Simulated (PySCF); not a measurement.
1,3-difluoropropane, C₃H₆F₂.
Bonds: F1–C2, C2–C3, C3–C4, C4–F5. Hydrogens: H6, H7 on C2; H8, H9 on C3; H10, H11 on C4.

The same species was optimised twice, with GFN2-xTB and with PBE0-D3(BJ)/def2-SVP (PySCF), and the same property calculations (PySCF, gas phase) were run on both structures.

```tsv
coordinate	GFN2-xTB	PBE0-D3(BJ)/def2-SVP	change
C3–C4 (Å)	1.523	1.511	-0.012
C2–C3 (Å)	1.523	1.511	-0.012
C3–H8 (Å)	1.090	1.103	+0.013
C3–H9 (Å)	1.090	1.103	+0.013
C2–H7 (Å)	1.094	1.103	+0.009
C2–H6 (Å)	1.094	1.103	+0.009
C4–H10 (Å)	1.094	1.103	+0.009
C4–H11 (Å)	1.094	1.103	+0.009
F1–C2 (Å)	1.375	1.376	+0.001
C4–F5 (Å)	1.375	1.376	+0.001
H8–C3–H9 (°)	109.1	107.1	-2.0
F5–C4–H10 (°)	106.6	108.5	+1.9
F1–C2–H7 (°)	106.7	108.5	+1.8
H10–C4–H11 (°)	110.3	108.7	-1.6
H6–C2–H7 (°)	110.2	108.7	-1.5
F5–C4–H11 (°)	106.9	108.3	+1.4
F1–C2–H6 (°)	106.9	108.3	+1.4
C2–C3–C4 (°)	111.5	112.7	+1.2
F1–C2–C3–C4 (°)	69	61	-8
C2–C3–C4–F5 (°)	70	62	-8
```

Rotational constants: A = 9972, B = 2769, C = 2658 MHz (GFN2-xTB) against A = 9133, B = 3022, C = 2806 MHz (PBE0-D3(BJ)/def2-SVP). Point groups within 0.08 Å: C2 and C2.

On the GFN2-xTB structure: lowest singlet, TDDFT (eV) 8.87 [PBE0/def2-SVPD]; lowest triplet, Tamm–Dancoff (eV) 8.60 [PBE0/def2-SVPD]; isotropic polarisability (au) 40.1 [PBE0/def2-SVPD]; HOMO (eV) -9.39 [PBE0/def2-SVPD]; LUMO (eV) 0.75 [PBE0/def2-SVPD]; dipole (D) 1.83 [PBE0/def2-SVPD]; HOMO (eV) -9.24 [PBE0/pcSseg-1]; LUMO (eV) 1.58 [PBE0/pcSseg-1]; dipole (D) 1.79 [PBE0/pcSseg-1]; GIAO shielding of F1/F5 (mean) (ppm) 426.3 [PBE0/pcSseg-1]; GIAO shielding of C2/C4 (mean) (ppm) 105.4 [PBE0/pcSseg-1]; GIAO shielding of C3 (ppm) 149.7 [PBE0/pcSseg-1].

What do these properties become on the PBE0-D3(BJ)/def2-SVP structure?

```csv
property,level,on GFN2-xTB,on PBE0-D3(BJ)/def2-SVP,change
"lowest singlet, TDDFT (eV)",PBE0/def2-SVPD,8.87,8.84,-0.03
"lowest triplet, Tamm–Dancoff (eV)",PBE0/def2-SVPD,8.60,8.60,0.00
isotropic polarisability (au),PBE0/def2-SVPD,40.1,40.5,+0.4
HOMO (eV),PBE0/def2-SVPD,-9.39,-9.41,-0.02
LUMO (eV),PBE0/def2-SVPD,0.75,0.70,-0.05
dipole (D),PBE0/def2-SVPD,1.83,2.08,+0.25
"energy, GFN2-xTB geometry as zero (kcal/mol)",PBE0/def2-SVPD,0.0,-0.5,-0.5
HOMO (eV),PBE0/pcSseg-1,-9.24,-9.28,-0.04
LUMO (eV),PBE0/pcSseg-1,1.58,1.49,-0.09
dipole (D),PBE0/pcSseg-1,1.79,2.13,+0.34
"energy, GFN2-xTB geometry as zero (kcal/mol)",PBE0/pcSseg-1,0.0,-0.6,-0.6
GIAO shielding of F1/F5 (mean) (ppm),PBE0/pcSseg-1,426.3,427.5,+1.2
GIAO shielding of C2/C4 (mean) (ppm),PBE0/pcSseg-1,105.4,106.2,+0.8
GIAO shielding of C3 (ppm),PBE0/pcSseg-1,149.7,149.9,+0.2
```

The heavy atoms differ by 0.098 Å rms after alignment. Among all bonds C2–C3, C3–C4, C3–H8 and C3–H9 change most and about equally (-0.012 to +0.013 Å). Changes are differences of the printed values. Neither structure is proved a minimum here.

Conformer computed: `[F:1][CH2:2][CH2:3][CH2:4][F:5]`: F1–C2–C3–C4 61°, C2–C3–C4–F5 62°.
